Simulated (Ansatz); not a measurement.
KAu(IO3)4 (C2, No. 5; cell taken from a computed entry) was calculated with LDA in Ansatz (PAW).

Settings: plane-wave cutoff 520 eV, 8×8×6 k mesh (along the axes of the cell as run), Fermi–Dirac smearing 0.01 eV, scalar-relativistic PAW data made under PBE.

Cell (relaxed with PBEsol):

```xyz
18
Lattice="6.6243 -2.7944 0.0718 6.6243 2.7944 0.0718 -2.5888 0.0000 7.6295" Properties=species:S:1:pos:R:3 pbc="T T T"
K      6.6243     2.6983     0.0718
Au     5.3298     1.6976     3.8865
I      7.8133    -0.0633     2.7288
I      2.8463    -0.0633     5.0442
I      6.8170     0.2273     6.4964
I      3.8426     0.2273     1.2766
O      7.2124    -0.8909     4.2501
O      3.4473    -0.8909     3.5229
O      6.4549    -0.4838     1.6154
O      4.2047    -0.4838     6.1576
O      7.1924     1.7020     3.1938
O      3.4673     1.7020     4.5792
O      8.5358     0.7984     6.3166
O      2.1239     0.7984     1.4564
O      9.1085     0.9635     0.5251
O      1.5512     0.9635     7.2479
O      6.0434     1.7936     5.7199
O      4.6163     1.7936     2.0531
```

### Question
Estimate the band gap, smallest direct gap on the k points sampled and direct gap at Γ that the calculation returns.

### Answer

* **band gap**: 2.32 eV
* **smallest direct gap on the k points sampled**: 2.42 eV
* **direct gap at Γ**: 2.66 eV

Note: cell and atoms aren't relaxed at this level (largest force component 0.22 eV/Å, pressure -3.6 GPa).

Spin–orbit coupling is not included.

Ansatz is a first-principles code.
